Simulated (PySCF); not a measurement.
Predicted microwave data (PySCF 2.14.0, PBE0-D3(BJ)/def2-SVP geometry optimisation, gas phase) for one isomer of C3H5N3:

- Rotational constants: A = 9598, B = 3685, C = 2709 MHz
- Dipole components: |μa| = 6.17 D, |μb| = 0.01 D, |μc| = 0.02 D
- Inertial defect: -3.24 u·Å²
- κ: -0.72

Question: Which structure is it? (One computed conformer of each.)
A. `Cn1cnnc1`
B. `Cn1nccn1`
C. `NC1=CNN=C1`

Answer: A. It is Cn1cnnc1, an asymmetric top. The candidates at the same level (rigid rotor, commonest isotopes):

| SMILES | A (MHz) | B (MHz) | C (MHz) | μa (D) | μb (D) | μc (D) | Δ (u·Å²) | point group | rotor |
| --- | --- | --- | --- | --- | --- | --- | --- | --- | --- |
| Cn1nccn1 | 9378 | 3938 | 2824 | 0.59 | 0.02 | 0.02 | -3.24 | near Cs | asymmetric top |
| Cn1cnnc1 | 9598 | 3685 | 2709 | 6.17 | 0.01 | 0.02 | -3.24 | near Cs | asymmetric top |
| Nc1cn[nH]c1 | 9368 | 3526 | 2569 | 1.30 | 2.13 | 1.14 | -0.56 | – | asymmetric top |

`Cn1nccn1` has B 7 % too high; `Nc1cn[nH]c1` has C 5 % too low. No structure here is proved a minimum.
